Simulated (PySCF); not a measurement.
# How the numerical set-up moves the result for BCl

The method stays; parts of the set-up, such as the basis or the Hamiltonian, are changed.

Computed with PySCF 2.14.0. Level: method and basis as typed in the scripts.

### Step 1. Starting geometry

BCl: 2 atoms, charge 0, spin multiplicity 1.

Bond lengths: B1–Cl2 1.446 Å.

### Step 2. Base script

File input.py:

```python
from pyscf import gto, dft

mol = gto.M(
    atom='B 0 0 0; Cl 0 0 1.446',
    basis='3-21g',
    charge=0,
    spin=0,
    verbose=4,
)
mf = dft.UKS(mol, xc='mn15')
mf.kernel()
mf.stability(internal=True, external=True)
mf.dip_moment()
print('orbital energies (hartree):', [e[max(0, n-3):n+3].round(4) for e, n in zip(mf.mo_energy, mol.nelec)])
```

The run is started by

```
$ OMP_NUM_THREADS=1 python input.py
```

The log of this run is left out.

Base result: E(SCF) = -482.140696 Eh, 7 cycles, μ = 2.20 D, internal stable; real -> complex stable; UHF/UKS -> GHF/GKS stable.

The bond length is a typed value, not an optimised one.

### Step 3. Aug-cc-pvdz

Edit 1 changes basis set: 3-21g → aug-cc-pvdz.

File input.py:

```python
from pyscf import gto, dft

mol = gto.M(
    atom='B 0 0 0; Cl 0 0 1.446',
    basis='aug-cc-pvdz',
    charge=0,
    spin=0,
    verbose=4,
)
mf = dft.UKS(mol, xc='mn15')
mf.kernel()
mf.stability(internal=True, external=True)
mf.dip_moment()
print('orbital energies (hartree):', [e[max(0, n-3):n+3].round(4) for e, n in zip(mf.mo_energy, mol.nelec)])
```

The run is started by

```
$ OMP_NUM_THREADS=1 python input.py
```

### Step 4. Density fitting auto

Edit 2 changes density fitting: none → auto.

input.py, as its differences from that of step 2:

```diff
@@ -10,2 +10,3 @@
 mf = dft.UKS(mol, xc='mn15')
+mf = mf.density_fit()
 mf.kernel()
```

### Step 5. Crenbl (core potential on)

Edit 3 changes basis set: 3-21g → crenbl; core potential: off → on. The core potential changes with it: totals don't compare.

input.py, as its differences from that of step 2:

```diff
@@ -4,3 +4,4 @@
     atom='B 0 0 0; Cl 0 0 1.446',
-    basis='3-21g',
+    basis='crenbl',
+    ecp={'B': 'crenbl', 'Cl': 'crenbl'},
     charge=0,
```

### Step 6. Density fitting cc-pvdz-jkfit

Edit 4 changes density fitting: none → cc-pvdz-jkfit.

input.py, as its differences from that of step 2:

```diff
@@ -10,2 +10,3 @@
 mf = dft.UKS(mol, xc='mn15')
+mf = mf.density_fit(auxbasis='cc-pvdz-jkfit')
 mf.kernel()
```

What does the calculation give? Wanted: for each run, E(SCF); from base; gap; SCF dipole; after the SCF.

**Answer**, as computed:

| run | E(SCF) (hartree) | from base (eV) | cycles | gap (eV) | SCF dipole (D) | functions | after the SCF |
| --- | --- | --- | --- | --- | --- | --- | --- |
| base | -482.140696 | 0 | 7 | 7.08 | 2.20 | 22 | stable |
| aug-cc-pvdz | -484.797323 | -72.2905 | 9 | 6.74 | 3.15 | 50 | stable |
| density fitting auto | -482.140781 | -0.0023 | 7 | 7.08 | 2.20 | 22 | stable |
| crenbl (core potential on) | -17.558944 | not comparable | 8 | 6.93 | 2.78 | 32 | stable |
| density fitting cc-pvdz-jkfit | -482.140812 | -0.0032 | 7 | 7.08 | 2.20 | 22 | stable |

Of the runs whose energies can be compared, “aug-cc-pvdz” moves the SCF energy most (-72.290 eV). aug-cc-pvdz (50 functions) gives an energy 72.29 eV lower than 3-21g (22). The dearest run is “aug-cc-pvdz”, at 32 s against 6.6 s.
